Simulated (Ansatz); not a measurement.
The first iterations of a band of BClH3 (5 atoms, charge 0, multiplicity 2).

All numbers below come from UKS PBE-D4/6-31G (Ansatz).

```
movable images  : 5
climbing image  : yes
spring          : 5.0 eV/Å²
optimiser       : quadratic models (default)
start path      : through a guess of the saddle point
force threshold : 0.05 eV/Å
iteration limit : 60
end points      : relaxed
```

Image 0:

```xyz
5
Properties=species:S:1:pos:R:3
H -0.550 -0.563 0.917
B 0.130 0.087 0.068
Cl 0.262 -0.903 -1.478
H 1.118 0.649 0.430
H -0.961 0.731 0.063
```

Image 6:

```xyz
5
Properties=species:S:1:pos:R:3
H -1.137 -2.903 1.755
B 0.316 0.893 -0.403
Cl -0.010 -0.835 -0.769
H 1.367 1.160 0.100
H -0.536 1.684 -0.682
```

| iteration | highest image above the first end (eV) | largest band force component (eV/Å) |
| --- | --- | --- |
| 1 | 1.288 | 2.739 |
| 2 | 1.058 | 2.146 |
| 3 | 0.976 | 1.558 |
| 4 | 0.955 | 1.187 |

Problem. Does the band converge within its limit, and where does its top end?

Solution. The run converged. It ended after 14 iterations with the highest image 0.866 eV above the first end. The top lies less than 8 meV above the higher end, about what the thresholds resolve: that end is a shoulder or a very shallow well. A vibrational analysis at the climbing image gives no mode beyond 40i cm⁻¹: the surface is too flat there to confirm a saddle point. Limits of this set-up: no polarisation functions.

Run time: 53 s on 1 thread of Arm Neoverse V2, with other jobs on the host, peak memory 0.18 GiB.
